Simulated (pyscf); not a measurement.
Cl–Ta(Cl)(Cl)(Cl)–Cl (SMILES [Cl][Ta]([Cl])([Cl])([Cl])[Cl]) + H• (SMILES [H]) → HCl (SMILES Cl) + [Cl–Ta(Cl)(Cl)–Cl]• (SMILES [Cl][Ta]([Cl])([Cl])[Cl]) (atom transfer; doublet surface; Cl–Ta broken, Cl–H formed). Optimised with ωB97X-D3(BJ)/def2-SVP in PySCF. Energies in kJ/mol from the separated reactants.

| level | barrier | reaction energy |
|---|---|---|
| ωB97X-D3(BJ)/def2-TZVP | 29.9 | -73.7 |
| B3LYP-D3(BJ)/def2-TZVP | (withheld) | -88.1 |
| PBE0-D3(BJ)/def2-TZVP | 9.7 | -80.9 |
| M06-2X/def2-TZVP | (withheld) | (withheld) |
| ωB97M-D3(BJ)/def2-TZVP | 26.0 | -106.6 |
| HF/def2-TZVP | 78.9 | -143.5 |

Problem. Complete the blanks.

Solution. 
- B3LYP-D3(BJ)/def2-TZVP, barrier: 2.1
- M06-2X/def2-TZVP, barrier: 23.6
- M06-2X/def2-TZVP, reaction energy: -108.5

The functionals in the table span 27.8 kJ/mol in this barrier, from B3LYP-D3(BJ) to ωB97X-D3(BJ)/def2-TZVP. On the product side the descent ends in an adduct with a Cl–Ta contact, 34.7 kJ/mol under the separated species and 138.3 kJ/mol under the saddle at ωB97X-D3(BJ)/def2-TZVP. What is counted as broken (Cl–Ta) persists as a longer contact in the product adduct; parting that adduct is a step of its own. This is the saddle that the search found; another between the same sides may lie lower. The angle at the transferred Cl is 101°: a side-on saddle, likely not the lowest. Open-shell species with a d-block atom are single-reference here; other states, and whether the spin sits on metal or ligand, were not checked. Elements past Kr carry the def2 core potentials, without spin-orbit coupling.
